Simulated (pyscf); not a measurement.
Single points on ωB97X-D3(BJ)/def2-SVP structures (PySCF, gas phase).

**Question.** For the elementary gas-phase step `[NH2][B]([NH2])[Cl]` + `[H]` [doublet] -> `[NH2][BH][NH2]` + `[Cl]` [doublet] (doublet surface; B–Cl broken, B–H formed), what barrier and reaction energy does ωB97M-D3(BJ)/def2-TZVP give, measured from the separated reactants?

**Answer.** ΔE‡ = 49.3 kJ/mol, ΔE = +57.1 kJ/mol. Zero-point energy shifts the barrier by +11.1 kJ/mol. It is a substitution at B, with an imaginary mode of 304i cm⁻¹. On the product side the descent ends in a complex, 26.0 kJ/mol under the separated species and 15.1 kJ/mol under the saddle at ωB97X-D3(BJ)/def2-TZVP. At ωB97M-D3(BJ) the saddle lies under the separated products, which points to a path from their complex (located at ωB97X-D3(BJ) alone), and parting the products costs more than the saddle. This is the saddle that the search found; another between the same sides may lie lower. The angle at the attacked B is 68° (front-side attack). Left out: the spin-orbit lowering of Cl.
